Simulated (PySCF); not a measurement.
# Neon: a sound run and one with changed settings

Sound run: Ne [Ne], Ne+ [He] 2s2 2p5. Calculation: PySCF 2.14, in pcseg-2 (4s3p2d1f, 30 functions); the non-relativistic Hamiltonian (point nucleus). In the sound run the correlated levels freeze 1s2. The sound run starts from symmetry-adapted Hartree-Fock orbitals and uses a fine grid where one is needed.

Changed run: basis STO-3G. This setting is unsound on purpose.

```tsv
species	method	sound run (hartree)	changed run (hartree)	converged
Ne	UHF	-128.53512	-126.60453	yes
Ne	r2SCAN	-128.92488	-126.91900	yes
Ne	TPSS	-128.97092	-126.93976	yes
Ne	MP2	-128.78420	-126.60453	yes
Ne+	UHF	-127.81101	-126.06147	yes
Ne+	r2SCAN	-128.13403	-126.33071	yes
Ne+	TPSS	-128.18029	-126.36432	yes
Ne+	MP2	-127.98998	-126.06147	yes
```

Ionisation energy of Ne:

| method | sound run (eV) | changed run (eV) |
| --- | --- | --- |
| UHF | 19.704 | 14.777 |
| r2SCAN | 21.520 | 16.008 |
| TPSS | 21.514 | 15.659 |
| MP2 | 21.612 | 14.777 |
| SCS-MP2 | 21.464 | 14.777 |

A minimal basis cannot let orbitals breathe on ionisation and holds almost no correlation.

For comparison, NIST gives 21.565 eV between the lowest levels.
